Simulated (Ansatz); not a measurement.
Ideal-gas functions of CCl3F, SMILES `FC(Cl)(Cl)Cl` at 500 K and 1 bar, from an Ansatz frequency run at PBE0-D4/def2-TZVP.

Molar mass 137.37 g/mol, point group C3v (symmetry number 3), electronic degeneracy 1, moments of inertia 206.589, 206.59, 296.201 u Å². Harmonic wavenumbers (cm⁻¹, unscaled): 244, 244, 353, 402, 402, 545, 844, 844, 1120.

Use S(trans) = R[1.5 ln M + 2.5 ln T − 1.1517]; rotational temperatures θ = 24.2544 K / I; S(rot) = R[ln(√π/σ · √(T³/θAθBθC)) + 1.5]; for each mode x = 1.438777 ν̃/T, S = R[x/(eˣ − 1) − ln(1 − e⁻ˣ)] and H = RT x/(eˣ − 1); 1 cm⁻¹ = 0.0119627 kJ/mol; R = 8.31446 J/(mol·K).

By hand: the entropy, in J/(mol·K).

Translation 181.0. Rotation: θ = 0.1174, 0.1174, 0.0819 K, giving 113.8. Vibration, mode by mode: 11.42, 11.42, 8.53, 7.55, 7.55, 5.38, 2.72, 2.72, 1.45, in all 58.7. Electronic 0.0. Sum 353.5 J/(mol·K).

By hand: H − E and G − E in kJ/mol, counted from the electronic energy.

Zero-point energy ½ × 4998 × 0.0119627 = 29.9; thermal vibration 16.8; translation, rotation and pV give 4 RT = 16.6. H − E = 63.3 kJ/mol, and G − E = 63.3 − 500 × 353.5/1000 = -113.5 kJ/mol.

Vibration gives 17 % of the entropy.
